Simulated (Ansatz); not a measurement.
# CHSi2+ (singlet): the correlation ladder, cc-pVTZ

One table from this session's results is given with a row withheld; the runs are named, their logs left out.

Computed with Ansatz 0.2.0, Gaussian basis. Level: cc-pVTZ, core rule «outside noble gas», up to 11 orbitals frozen.

Plan: UHF; CCSD(T) on RHF; CCSD(T) on UHF; BCCD(T) on RHF; CCSDT(Q) on RHF; CCSDT(Q) on UHF.

5 further runs of the same task are left out: 5 set aside as unsound or not needed.

## The system

The geometry is a PBE0/def2-TZVP stationary point (not a proven minimum) of the parent state, kept for this charge and spin.

4 atoms, charge 1, spin multiplicity 1.

Atoms are counted from 1 here; the program's logs count them from 0.

Bond lengths: C1–Si2 1.725 Å, C1–Si3 1.746 Å, Si2–Si3 2.432 Å, Si2–H4 1.504 Å. Angles: Si2–C1–Si3 89.0°, C1–Si2–Si3 45.9°, C1–Si2–H4 124.2°, Si3–Si2–H4 170.0°, C1–Si3–Si2 45.2°.

Set-up of the first run:

in.yaml reads:

```yaml
crystal:
  periodic: [false, false, false]
  atoms:
    - {symbol: C, position_ang: [0.000000, -1.019685, -0.022090]}
    - {symbol: Si, position_ang: [0.000000, 0.224506, 1.173019]}
    - {symbol: Si, position_ang: [0.000000, 0.212592, -1.258864]}
    - {symbol: H, position_ang: [0.000000, -0.028750, 2.655246]}
basis:
  gaussian: {orbitals: cc-pVTZ}
total_charge: 1
magnetization: {spin_polarized: true, initial_magnetization: 0}
hamiltonian: {xc: hf}
output: {orbitals: {seedname: orbitals}}
```

The run is started by

```
ansatz run in.yaml --threads 1 --pin off --events-out ev --progress --plain --max-ram 4096MiB --backend cpu
```

Steps of the session up to this table: UHF; CCSD(T) on RHF; CCSD(T) on UHF; BCCD(T) on RHF; CCSDT(Q) on RHF; CCSDT(Q) on UHF.

One of the session's tables, all rows but one given; the rest of the session is left out.

```
   method  from RCCSDT(Q) (meV)
      RHF              +10694.1
      UHF              +10236.9
     RMP2               +1432.1
     UMP2               +2156.5
    RCCSD                +819.3
    UCCSD                +870.7
 RCCSD(T)                 +95.6
 UCCSD(T)                     ?
  BCCD(T)                 +89.7
   RCCSDT                 +83.7
   UCCSDT                 +91.0
RCCSDT(Q)                     0
UCCSDT(Q)                 -10.4
```

Estimate the missing values for UCCSD(T).

As computed: from RCCSDT(Q) (meV): +202.3. In the column «from RCCSDT(Q) (meV)» it lies between RCCSD(T) (+95.6) and RCCSD (+819.3).

Limits of these values: The determinant is far from a pure spin state, so its energy mixes those of several spin states (harmless only where they are near-degenerate, as at dissociation). Warnings: restricted reference is unstable; spin contamination; large T1 diagnostic. Restricted and unrestricted rows rest on different reference determinants; where their highest levels disagree by more than a few hundredths of an eV, they describe different states and don't form one ladder.
